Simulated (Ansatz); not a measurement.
**CrBrO (Pmmn)**

Computed with Ansatz 0.2.0, DFT PBEsol, scalar-relativistic, plane waves, PAW.

Plane waves to 420 eV, a k mesh through Γ of 12×10×4 on the computed 6-atom cell and Gaussian smearing (0.02 eV); collinear spin from starting moments 2.61 2.61 0 0 0 0 μB.

The structure is relaxed at this level of theory with its symmetry kept. Whether it is the stable form of this composition wasn't checked.

Symmetry: Pmmn, No. 59, orthorhombic system. Conventional cell: a = 3.255 Å, b = 3.831 Å, c = 8.439 Å, α = 90.00°, β = 90.00°, γ = 90.00°. Cr (site symmetry mm2) is surrounded by 4 O at 1.96 to 2.03 Å. Br (site symmetry mm2) is surrounded by 2 Cr at 2.45 Å. Around O (site symmetry mm2) lie 4 Cr at 1.96 to 2.03 Å.

| Property | Result |
| --- | --- |
| Volume per atom | 17.54 Å³ |
| Formation energy from the elements' standard states (Br, Hg as crystals; uncorrected) | -1.381 eV/atom |
| Kohn–Sham band gap | 0.37 eV, indirect from Z to (0.310, 0.000, -0.500) |
| Löwdin character of the top 1 eV of the valence band | Cr 3d 69 %, Br 4p 16 %, O 2p 12 % |
| Löwdin character of the lowest 1 eV of the conduction band | Cr 3d 74 %, Br 4p 10 %, O 2p 10 % (semilocal functionals without a Hubbard U place empty 3d levels too low) |
| Electron masses at the edge by Cartesian direction of the standard setting (m_e; degenerate bands sorted by energy; no spin-orbit coupling) | x: 1.0; y: 0.75; z: 2.6 |
| Hole masses at the edge by Cartesian direction of the standard setting (m_e; degenerate bands sorted by energy; no spin-orbit coupling) | x: 3.3; y: 0.30; z: 2.5 |
| Bader charges (e) | Cr (2 in the cell) 1.59, Br (2 in the cell) -0.45, O (2 in the cell) -1.14 |
| Total moment | 6.00 μB per cell |
| Site moments (μB; atoms counted from 1 over the whole cell) | Cr (atom 1) 2.38, Cr (atom 2) 2.38 |

Each cell of CrBrO holds layers, and where no dispersion correction was added their binding is poorly described.

Only this magnetic start was tried.

Cost: 3 runs of about 8.3 core-minutes in all, on Arm Neoverse V1 (shared hosts).